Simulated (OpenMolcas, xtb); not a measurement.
# A ladder of methods for CH4Si (SMILES C=[SiH2])

CH4Si: 6 atoms, total charge 0, spin state singlet. As SMILES, `C=[SiH2]`. The coordinates come from a GFN2-xTB relaxation.

Each level gives the dipole moment (D). The values are calculated.

```
        level            kind     program  value (D)   CPU time
     GFN2-xTB  semi-empirical         xtb       1.74  under 2 s
     GFN0-xTB  semi-empirical         xtb       4.59  under 2 s
     GFN1-xTB  semi-empirical         xtb       2.65  under 2 s
    HF/STO-3G    Hartree–Fock  OpenMolcas       1.13      1.6 s
  HF/def2-SVP    Hartree–Fock  OpenMolcas       0.94      2.4 s
   HF/pcseg-1    Hartree–Fock  OpenMolcas       1.02      2.5 s
 SVWN5/STO-3G             LDA  OpenMolcas       0.74      4.4 s
   PBE/STO-3G             GGA  OpenMolcas       0.72      5.4 s
r2SCAN/STO-3G        meta-GGA  OpenMolcas       0.77      6.2 s
 B3LYP/STO-3G   global hybrid  OpenMolcas       0.80        5 s
```

The values span 0.72 to 4.59 D. Magnitudes only: a small dipole may point the other way at some levels. Sets without polarisation functions give poor dipoles. Times are those of the runs behind each value, whatever else they computed, on shared processors of several kinds: orders of magnitude only.
